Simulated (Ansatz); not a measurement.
OSi, SMILES `[O+]#[Si-]` (lower singlet) (charge 0, multiplicity 1). This singlet lies 3.87 eV below the relaxed triplet at the level frozen-core full CI/6-31g // B3LYP-D3(BJ)/def2-TZVP (Ansatz, a quantum-chemistry and plane-wave program).

Cartesian coordinates (Å):
SMILES: [O+]#[Si-]
```xyz
2

O      0.7566     0.0000     0.0000
Si    -0.7566     0.0000     0.0000
```
Charge 0, spin multiplicity 1.

Frozen-core energies in 6-31g from Ansatz at a geometry from B3LYP-D3(BJ)/def2-TZVP; the HF reference has <S^2> = 0.00 and the T1 diagnostic is 0.033.

```tsv
level	energy (Ha)
HF	-363.70117
MP2	-363.90162
CCSD	-363.89298
```

Problem. Estimate the energies of CCSD(T), CCSDT, CCSDT(Q) and full CI, and give each level's error against full CI.

Solution. 
| level | energy (Ha) | error against full CI (mHa) |
|---|---|---|
| MP2 | -363.90162 | 2.25 |
| CCSD | -363.89298 | 10.90 |
| CCSD(T) | -363.90245 | 1.43 |
| CCSDT | -363.90281 | 1.07 |
| CCSDT(Q) | -363.90414 | -0.26 |
| full CI | -363.90388 | 0.00 |
